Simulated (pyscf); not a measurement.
PySCF, gas phase, ωB97X-D3(BJ)/def2-SVP geometries.

Problem. For the elementary gas-phase step H₂C=CH–Ga(CH₃)–CH₃ (SMILES C=[CH][Ga]([CH3])[CH3]) + H₂ (SMILES [H][H]) → H₃C–GaH–CH₃ (SMILES [CH3][GaH][CH3]) + H₂C=CH₂ (SMILES C=C) (singlet surface; C–Ga, H–H broken, Ga–H, C–H formed), what barrier and reaction energy does ωB97M-D3(BJ)/def2-TZVP give, measured from the separated reactants?

Solution. ΔE‡ = 1.28 eV, ΔE = -0.27 eV. Zero-point energy shifts the barrier by +0.13 eV. It is a four-centre exchange, with an imaginary mode of 1359i cm⁻¹. On the product side the descent ends in a bound adduct, 0.43 eV under the separated species and 1.89 eV under the saddle at ωB97X-D3(BJ)/def2-TZVP. At the saddle there is also a short Ga–H contact that neither side keeps. This is the saddle that the search found; another between the same sides may lie lower. Elements up to Kr have no core potential and no relativistic terms here.
